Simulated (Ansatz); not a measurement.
**Rock-salt HfC, bulk modulus B0**

Reference value: 242 GPa (measured, room temperature, no zero-point or thermal correction, our sources range from 242 to 286; as tabulated in Synthesis of Binary Transition Metal Nitrides, Carbides and Borides from the …).

| level (code) | value (GPa) | cell (Å³/atom) |
|---|---|---|
| LDA (Ansatz) | ___ | 11.95 |
| PBE (Ansatz) | 234 | 12.58 |
| r²SCAN (Ansatz) | 245 | 12.49 |
| r²SCAN0 (Ansatz) | 253 | 12.48 |
| Hartree–Fock (Ansatz) | 239 | 13.45 |

### Question
Fill in the missing entries.

### Answer

- LDA (Ansatz, a quantum-chemistry and plane-wave program), value (GPa): 261

Differences against the reference: LDA +7.9 %, PBE -3.3 %, r²SCAN +1.2 %, r²SCAN0 +4.5 %, Hartree–Fock -1.2 %.

The levels aren't ranked against this reference (sources at odds).

The measured value isn't corrected to a static lattice, so vibrations enter the comparison. A static lattice is as a rule stiffer than a warm one, by over a tenth in soft solids.  Density-functional levels without +SOC have no spin–orbit coupling. Each level is taken at its own relaxed cell. Cutoffs and k meshes differ between the levels. Ansatz's density-functional and Hartree–Fock values are scalar-relativistic unless marked +SOC, with PAW data made under PBE.

Differences are worked out from the printed values.
